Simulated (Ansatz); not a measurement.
Basis-set extrapolation for `CCC(F)Cl` (PBE0-D4/def2-TZVP geometry, frozen core, the Gaussian-basis code of Ansatz). Multiplicity 1, RHF reference.

```csv
,def2-TZVPP,def2-QZVPP
HF,-676.139142,-676.161685
MP2 correlation,-0.959469,-1.036562
CCSD(T) correlation,-1.043953,not run
```

Energies in hartree. Use E(X) = E(∞) + A·exp(−7.88·√X) for Hartree–Fock and E(X) = E(∞) + B·X^(−2.97) for correlation, with X = 3 and 4, and add CCSD(T) minus MP2 of the smaller set to the MP2 limit.

What is the CCSD(T) energy at the basis-set limit?

HF limit: -676.161685 + (-0.022543) × 0.13774 = -676.16479. MP2 limit: -1.036562 + (-0.077093) × 0.74074 = -1.09367. Higher-order term: -1.043953 − (-0.959469) = -0.08448. Total: -677.34294 hartree, 419.7 kJ/mol below CCSD(T)/def2-TZVPP.
